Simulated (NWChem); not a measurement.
Everything below was run with NWChem. System: acetone (C$_{3}$H$_{6}$O), charge 0, spin multiplicity 1, at a geometry optimised with PBE0/def2-SVP. Level: RHF/def2-TZVP.

Part of the output:

```
             Northwest Computational Chemistry Package (NWChem) 7.3.0
             --------------------------------------------------------

                                NWChem Input Module
                                -------------------

 Scaling coordinates for geometry "geometry" by  1.889725989
 (inverse scale =  0.529177249)

 Turning off AUTOSYM since
 SYMMETRY directive was detected!

                             Geometry "geometry" -> ""
                             -------------------------

 Output coordinates in angstroms (scale by  1.889725989 to convert to a.u.)

  No.       Tag          Charge          X              Y              Z
 ---- ---------------- ---------- -------------- -------------- --------------
    1 C                    6.0000    -1.27924000    -0.11645800    -0.61072500
    2 C                    6.0000     0.00000000     0.00000000     0.18509700
    3 C                    6.0000     1.27924000     0.11645800    -0.61072500
    4 O                    8.0000     0.00000000     0.00000000     1.39207500
    5 H                    1.0000    -1.24236600    -0.99470100    -1.27493800
    6 H                    1.0000    -1.41142300     0.76617900    -1.25688600
    7 H                    1.0000    -2.13302000    -0.20466000     0.07258700
    8 H                    1.0000     2.13302000     0.20466000     0.07258700
    9 H                    1.0000     1.41142300    -0.76617900    -1.25688600
   10 H                    1.0000     1.24236600     0.99470100    -1.27493800

 Effective nuclear repulsion energy (a.u.)     119.4778323663

            Nuclear Dipole moment (a.u.)
            ----------------------------
        X                 Y               Z
 ---------------- ---------------- ----------------
     0.0000000000     0.0000000000     0.0000151178

      Symmetry information
      --------------------

 Group name             C2
 Group number              4
 Group order               2
 No. of unique centers     6

      Symmetry unique atoms

     1    2    4    5    6    7


 Summary of "ao basis" -> "" (spherical)
 ------------------------------------------------------------------------------
       Tag                 Description            Shells   Functions and Types
 ---------------- ------------------------------  ------  ---------------------
 *                         def2-tzvp                  on all atoms

 Summary of "ao basis" -> "ao basis" (spherical)
[...]
   106      0.188373   4 O  py               38      0.174683   2 C  py
    41      0.162084   2 C  py

 Vector   16  Occ=2.000000D+00  E=-4.141946D-01  Symmetry=b
              MO Center= -1.1D-13, -8.9D-15,  6.2D-01, r^2= 2.1D+00
   Bfn.  Coefficient  Atom+Function         Bfn.  Coefficient  Atom+Function
  ----- ------------  ---------------      ----- ------------  ---------------
    99      0.377854   4 O  px              102      0.339681   4 O  px
   105      0.242229   4 O  px                5      0.184365   1 C  s
    67     -0.184365   3 C  s

 Vector   17  Occ=0.000000D+00  E= 1.242238D-01  Symmetry=a
              MO Center=  1.1D-12,  4.1D-14, -1.2D+00, r^2= 7.7D+00
   Bfn.  Coefficient  Atom+Function         Bfn.  Coefficient  Atom+Function
  ----- ------------  ---------------      ----- ------------  ---------------
     5      4.427853   1 C  s                67      4.427853   3 C  s
    36     -2.760881   2 C  s               127     -1.584526   5 H  s
   133     -1.583382   6 H  s               151     -1.583382   9 H  s
   157     -1.584526  10 H  s               139     -1.129215   7 H  s
   145     -1.129215   8 H  s                98      0.688529   4 O  s

 Vector   18  Occ=0.000000D+00  E= 1.455568D-01  Symmetry=b
              MO Center=  1.4D-13,  7.9D-15, -2.4D-01, r^2= 4.0D+00
   Bfn.  Coefficient  Atom+Function         Bfn.  Coefficient  Atom+Function
  ----- ------------  ---------------      ----- ------------  ---------------
   133     -0.824810   6 H  s               151      0.824810   9 H  s
   127      0.804951   5 H  s               157     -0.804951  10 H  s
    13      0.459161   1 C  py               75      0.459161   3 C  py
   106     -0.409033   4 O  py               44      0.404665   2 C  py
    41      0.307886   2 C  py               38      0.264337   2 C  py

 Vector   19  Occ=0.000000D+00  E= 1.784011D-01  Symmetry=b
              MO Center= -3.7D-13, -3.1D-14, -1.1D+00, r^2= 9.8D+00
   Bfn.  Coefficient  Atom+Function         Bfn.  Coefficient  Atom+Function
  ----- ------------  ---------------      ----- ------------  ---------------
     5      6.990982   1 C  s                67     -6.990982   3 C  s
    43      2.467368   2 C  px              133     -1.963831   6 H  s
   151      1.963831   9 H  s               127     -1.933030   5 H  s
   157      1.933030  10 H  s               139     -1.321434   7 H  s
   145      1.321434   8 H  s                12      0.891007   1 C  px

 center of mass
 --------------
 x =   0.00000000 y =   0.00000000 z =   0.15865237

 moments of inertia (a.u.)
 ------------------
         178.583658054557         -17.021697132598           0.000000000000
         -17.021697132598         364.224229102765           0.000000000000
           0.000000000000           0.000000000000         211.263088931227

  Mulliken analysis of the total density
  --------------------------------------

    Atom       Charge   Shell Charges
 -----------   ------   -------------------------------------------------------
    1 C    6     6.31   0.85  1.12  0.47  0.67  0.06  1.26  1.41  0.39  0.02  0.05  0.00
    2 C    6     5.68   0.86  1.12  0.52  0.54  0.08  1.15  1.07  0.09  0.05  0.18  0.02
    3 C    6     6.31   0.85  1.12  0.47  0.67  0.06  1.26  1.41  0.39  0.02  0.05  0.00
    4 O    8     8.44   0.79  1.18  0.58  0.95  0.34  1.83  1.95  0.78  0.00  0.03  0.00
    5 H    1     0.88   0.26  0.49  0.11  0.02
    6 H    1     0.88   0.26  0.49  0.11  0.02
    7 H    1     0.86   0.26  0.48  0.10  0.02
    8 H    1     0.86   0.26  0.48  0.10  0.02
    9 H    1     0.88   0.26  0.49  0.11  0.02
   10 H    1     0.88   0.26  0.49  0.11  0.02

       Multipole analysis of the density wrt the origin
       ------------------------------------------------

     L   x y z        total         open         nuclear
     -   - - -        -----         ----         -------
     0   0 0 0      0.000000      0.000000     32.000000

     1   1 0 0      0.000000      0.000000      0.000000
     1   0 1 0      0.000000      0.000000      0.000000
     1   0 0 1     -1.308341      0.000000      0.000015

     2   2 0 0    -17.591810      0.000000    127.873330
     2   1 1 0      0.041707      0.000000     10.604563
     2   1 0 1     -0.000000      0.000000     -0.000000
     2   0 2 0    -18.077806      0.000000     12.139625
     2   0 1 1     -0.000000      0.000000      0.000000
     2   0 0 2    -21.946676      0.000000     95.009468

 Task  times  cpu:       16.4s     wall:       16.4s

 Total times  cpu:       16.4s     wall:       16.4s
```

Problem. Write an NWChem input that would produce this output.

Solution. This is not unique; one that fits is 
```
start mol
memory heap 200 mb stack 900 mb global 1100 mb
geometry units angstroms nocenter noautoz
  C     -1.279240    -0.116458    -0.610725
  C      0.000000     0.000000     0.185097
  C      1.279240     0.116458    -0.610725
  O      0.000000     0.000000     1.392075
  H     -1.242366    -0.994701    -1.274938
  H     -1.411423     0.766179    -1.256886
  H     -2.133020    -0.204660     0.072587
  H      2.133020     0.204660     0.072587
  H      1.411423    -0.766179    -1.256886
  H      1.242366     0.994701    -1.274938
  symmetry group C2
end
basis spherical
  * library def2-tzvp
end
scf
  rhf
  nopen 0
  maxiter 100
  thresh 1e-7
  semidirect memsize 60000000 filesize 0
end
task scf energy
```
